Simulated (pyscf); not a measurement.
H₂As–AsH₂ (SMILES [AsH2][AsH2]) + GaH₃ (SMILES [GaH3]) → H₂Ga–AsH–AsH₂ (SMILES [GaH2][AsH][AsH2]) + H₂ (SMILES [H][H]) (four-centre exchange; singlet surface; As–H, Ga–H broken, As–Ga, H–H formed). Structures and frequencies: ωB97X-D3(BJ)/def2-SVP in PySCF. Energies in kcal/mol from the separated reactants.

| level | barrier | reaction energy |
|---|---|---|
| ωB97X-D3(BJ)/def2-TZVP | 12.0 | -20.4 |
| PBE/def2-TZVP | 8.8 | -15.6 |
| B3LYP-D3(BJ)/def2-TZVP | … | … |
| PBE0-D3(BJ)/def2-TZVP | 9.5 | -16.1 |
| M06-2X/def2-TZVP | … | -17.8 |
| ωB97M-D3(BJ)/def2-TZVP | 17.0 | -12.6 |

Q: Complete the blanks.

A: 
- B3LYP-D3(BJ)/def2-TZVP, barrier: 13.9
- B3LYP-D3(BJ)/def2-TZVP, reaction energy: -13.8
- M06-2X/def2-TZVP, barrier: 13.2

The functionals in the table span 8.2 kcal/mol in this barrier, from PBE to ωB97M-D3(BJ)/def2-TZVP. On the reactant side the descent ends in a complex, 5.9 kcal/mol under the separated species and 17.9 kcal/mol under the saddle at ωB97X-D3(BJ)/def2-TZVP. At the saddle there is also a short Ga–H contact that neither side keeps. H₂Ga–AsH–AsH₂ is closed by a dative As–Ga contact. This is the saddle that the search found; another between the same sides may lie lower. Elements up to Kr have no core potential and no relativistic terms here.
